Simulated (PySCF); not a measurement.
## Atomic charges by several schemes

Species: methylsilane, CH6Si.
Cartesian coordinates in Å at the GFN2-xTB level; atoms count from 1:
```
atom  x, y, z in Å
C1    -0.9752   -0.1150    0.0160
Si2    0.9068    0.1083   -0.0210
H3    -1.4391    0.5618    0.7287
H4    -1.2476   -1.1279    0.3003
H5    -1.4149    0.0823   -0.9581
H6     1.2277    1.4828   -0.4129
H7     1.4936   -0.8235   -0.9871
H8     1.4577   -0.1594    1.3096
```

Density: PBE0/pcSseg-1 (PySCF); schemes: Mulliken, IAO, Hirshfeld and ESP-fitted. Geometry: GFN2-xTB; no solvent, vibrations or thermal averaging.

Problem. Which atoms carry the lowest charge in the Mulliken, IAO, Hirshfeld and ESP-fitted schemes?

Solution. All schemes agree: Mulliken C1 (-0.627); IAO C1 (-0.714); Hirshfeld C1 (-0.210); ESP-fitted C1 (-0.429).

Problem. For which atoms does the sign change between the 4 schemes (beyond +0.03 e in one, beyond −0.03 e in another)?

Solution. For none.

Problem. Give the atomic charges in each scheme.

Solution. In e:

```tsv
atom	environment	Mulliken	IAO	Hirshfeld	ESP-fitted
C1	Si-methyl carbon	-0.627	-0.714	-0.210	-0.429
Si2	SiH3 silicon	+0.480	+0.615	+0.321	+0.544
H3	methyl hydrogen	+0.140	+0.157	+0.044	+0.105
H4	methyl hydrogen	+0.140	+0.157	+0.043	+0.105
H5	methyl hydrogen	+0.140	+0.157	+0.043	+0.103
H6	Si–H hydrogen	-0.091	-0.124	-0.081	-0.142
H7	Si–H hydrogen	-0.091	-0.124	-0.081	-0.141
H8	Si–H hydrogen	-0.091	-0.124	-0.081	-0.144
```

Mean size of the charges over all atoms: IAO 0.271 e, Mulliken 0.225 e, ESP-fitted 0.214 e, Hirshfeld 0.113 e. Each set sums to the total charge, 0, to within 0.001 e. The Mulliken scheme gives each basis function's population to the atom it is centred on and halves the overlap population of two atoms between them. The Hirshfeld scheme weights the molecular density at each point by an atom's share of the summed free-atom densities.

Problem. Sum the charges by element, for elements with more than one atom.

Solution. 
```csv
element,atoms,Mulliken,IAO,Hirshfeld,ESP-fitted
H,6,+0.147,+0.099,-0.111,-0.116
```

Problem. How many electrons does the Hirshfeld scheme count on C1?

Solution. Z − q = 6 − (-0.210) = 6.210.
